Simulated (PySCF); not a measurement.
# C4H8F2 (CH3CH2CH2CHF2): the cost of one run

Programs: PySCF 2.14.0, with density-fitted response routines of our own. Each step states its level of theory. These are calculated values for one molecule, in the gas phase or a continuum, unless marked as measured. Atoms are numbered from 0 throughout.

## (1) The starting structure

14 atoms, charge 0, multiplicity 1; geometry from: GFN2-xTB. The atoms were then displaced at random by about 0.01 Å, so the start is not that level's minimum.

Bonds of the start (Å): C0–C1 1.55, C1–C2 1.53, C2–C3 1.47, C3–F4 1.37, C3–F5 1.38, C0–H6 1.10, C0–H7 1.06, C0–H8 1.06, C1–H9 1.08, C1–H10 1.10, C2–H11 1.11, C2–H12 1.09, C3–H13 1.11.

## (2) Relaxing the molecule at PBE0-D3(BJ)/def2-SVP

The job: settings as JSON, then the geometry in Å.

```
{"job": {"xc": "PBE0", "basis": "def2-SVP", "d3": "d3bj", "grid": 1, "shake": 0.01, "kind": "geom"}, "charge": 0, "multiplicity": 1}
C      1.878850     0.373030    -0.339990
C      0.443280     0.640710     0.175250
C     -0.410770    -0.631930     0.118240
C     -1.763470    -0.389680     0.643330
F     -2.467400     0.484700    -0.147500
F     -2.526760    -1.533870     0.615990
H      2.450700     1.313030    -0.309070
H      2.378690    -0.347240     0.253570
H      1.827190     0.055630    -1.354170
H     -0.038710     1.412750    -0.415210
H      0.489080     1.003140     1.216010
H      0.069550    -1.412870     0.741600
H     -0.493510    -0.979270    -0.910780
H     -1.843860    -0.003200     1.685050
```

Run with:

```
> OMP_NUM_THREADS=1 python probes_run.py task.json out
```

The driver reads the jobs from task.json and runs them one after another.

Q: Estimate the wall time and peak memory of this first job on 1 thread of Intel Xeon Platinum 8488C, shared host.

About 37 s, with a peak of 0.53 GiB.
